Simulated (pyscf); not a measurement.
5 gas-phase steps of one pattern: addition across a multiple bond or ene-type step on the singlet surface, H–O broken and C–H + C–O formed. Single points on ωB97X-D3(BJ)/def2-SVP structures (PySCF, gas phase). Electronic energies in kcal/mol, from the separated reactants; ΔE‡ at ωB97M-D3(BJ)/def2-TZVP, beside the barrier at PBE/def2-TZVP on the same structures. Rows were drawn at random from the steps of this pattern with a verified saddle, stable references and no exit in the data more than 5 kcal/mol lower.

```tsv
row	step	ΔE‡(PBE)	ΔE‡
1	HO–Ti(OH)(OH)–OH + H₂C=CH–CH₃ -> H₃C–CH(CH₃)–O–Ti(OH)(OH)–OH	37.0	41.4
2	HO–Sc(OH)–OH + H₂C=CH₂ → H₃C–CH₂–O–Sc(OH)–OH	45.5	?
3	HO–Ge(OH)(OH)–OH + H₂C=C(CH₃)–CH₃ -> H₃C–C(CH₃)(CH₃)–O–Ge(OH)(OH)–OH	36.4	40.8
4	HO–Si(OH)(OH)–OH + H₂C=CH–CH₃ → H₃C–CH(CH₃)–O–Si(OH)(OH)–OH	39.9	45.6
5	HO–B(OH)–OH + H₂C=CH₂ -> H₃C–CH₂–O–B(OH)–OH	46.4	55.3
```

**Question.** From a straight line through the complete rows, estimate the missing barrier and say how far the line can be trusted.

**Answer.** Over the 4 complete rows the means are +39.9 (ΔE‡(PBE)) and 45.8 (ΔE‡); least squares gives b = 1.46 and a = -12.5 kcal/mol, with residuals of 0.1 kcal/mol (root mean square; largest 0.2, row 3). For row 2: -12.5 + 1.46 × (+45.5) = 53.9 kcal/mol. The computed barrier is 53.6 kcal/mol, 0.3 under the line. The line follows these rows closely. Each barrier is that of the saddle found. Elements up to Kr have no core potential and no relativistic terms here.
